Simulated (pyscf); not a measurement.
water (H₂O) + H₂N–GaH₂ -> HO–GaH₂ + ammonia (NH₃) (four-centre exchange; singlet surface; H–O, Ga–N broken, Ga–O, H–N formed). PySCF, gas phase, ωB97X-D3(BJ)/def2-SVP geometries. Correlated levels are frozen-core, on RHF or UHF. ΔMP2 is the change of the MP2 total energy from the triple- to the quadruple-zeta basis. Energies in kcal/mol from the separated reactants.

| level | barrier | reaction energy |
|---|---|---|
| PBE/def2-TZVP | ___ | -5.0 |
| r²SCAN/def2-TZVP | -12.5 | -5.1 |
| B3LYP-D3(BJ)/def2-TZVP | -9.1 | -5.0 |
| M06-2X/def2-TZVP | -12.0 | -4.7 |
| ωB97M-D3(BJ)/def2-TZVP | -8.9 | -4.7 |
| CCSD/def2-TZVPP | -6.7 | -3.9 |
| CCSD(T)/def2-TZVPP + ΔMP2(QZVPP) | ___ | ___ |

**Question.** Fill in the missing entries.

**Answer.** 
- PBE/def2-TZVP, barrier: -11.3
- CCSD(T)/def2-TZVPP + ΔMP2(QZVPP), barrier: -7.3
- CCSD(T)/def2-TZVPP + ΔMP2(QZVPP), reaction energy: -3.2

On the reactant side the descent ends in an adduct with a Ga–O contact, 14.0 kcal/mol under the separated species and 4.0 kcal/mol under the saddle at ωB97X-D3(BJ)/def2-TZVP. On the product side the descent ends in an adduct with a Ga–N contact, 23.3 kcal/mol under the separated species and 17.7 kcal/mol under the saddle at ωB97X-D3(BJ)/def2-TZVP. At PBE, r²SCAN, B3LYP-D3(BJ), M06-2X, ωB97M-D3(BJ)/def2-TZVP, CCSD, CCSD(T) the saddle lies under the separated reactants, which points to a path from their complex (located at ωB97X-D3(BJ) alone). At PBE, r²SCAN, B3LYP-D3(BJ), M06-2X, ωB97M-D3(BJ)/def2-TZVP, CCSD, CCSD(T) the saddle lies under the separated products, which points to a path from their complex (located at ωB97X-D3(BJ) alone). What is counted as formed (Ga–O) is already present as a longer contact in the reactant adduct; forming that adduct is a step of its own. What is counted as broken (Ga–N) persists as a longer contact in the product adduct; parting that adduct is a step of its own. At ωB97X-D3(BJ)/def2-TZVP the barrier from the zero used here is -10.0 kcal/mol. One saddle was located; it need not be the lowest between these sides. The CCSD(T) − MP2 part came from Ansatz, without density fitting, on the same reference. The frozen core leaves the outer d or s,p core shells of the metals and heavy elements correlated in the MP2 and CC values, and def2-TZVPP describes them poorly, which can shift differences by a few kcal/mol. Elements up to Kr have no core potential and no relativistic terms here.
